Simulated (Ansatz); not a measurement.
# C₃H₄, singlet: CASSCF and its corrections

Calculated in Ansatz's Gaussian-basis code. Basis cc-pVDZ, nonrelativistic, 3 orbitals frozen in the corrections. State-specific CASSCF; RHF is the lowest restricted (open-shell) Hartree–Fock solution met. Letters tell apart solutions met in one space. No symmetry is imposed, so a solution can break that of the shape. The lowest solution met needn't be the lowest there is, nor hold the orbitals that a chemist would pick.

Geometry:

```
atom    x (Å)    y (Å)    z (Å)
   C   0.0000   0.0000   0.0000
   C   0.0000   0.0000   1.3112
   C   0.0000   0.0000  -1.3112
   H   0.0000   0.9268   1.8766
   H   0.0000  -0.9268   1.8766
   H   0.9268   0.0000  -1.8766
   H  -0.9268   0.0000  -1.8766
```

CASSCF less RHF, in eV, and natural occupations:

| CAS | CASSCF | occupations |
| --- | --- | --- |
| (4,4) a | -1.440 | 1.92, 1.92, 0.08, 0.08 |
| (4,4) b | -1.128 | 1.98, 1.92, 0.08, 0.02 |

(1) What totals less RHF do the corrections give on each solution?

(2) In CAS(4,4), is the solution lowest in CASSCF also lowest after SC-NEVPT2?

(3) How do single-reference totals in the same basis and frozen core stand against SC-NEVPT2 in CAS(4,4) a?

## Answers

(1) 

| CAS | SC-NEVPT2 |
| --- | --- |
| (4,4) a | -10.818 |
| (4,4) b | -10.703 |

(2) Yes: (4,4) a stays lowest, 0.11 eV under the next.

(3) CCSD(T) -1.244 eV. Coupled cluster stands on the determinant that it favours, which can lie over the RHF solution above, and is in doubt where the occupations are far from 0, 1 and 2.
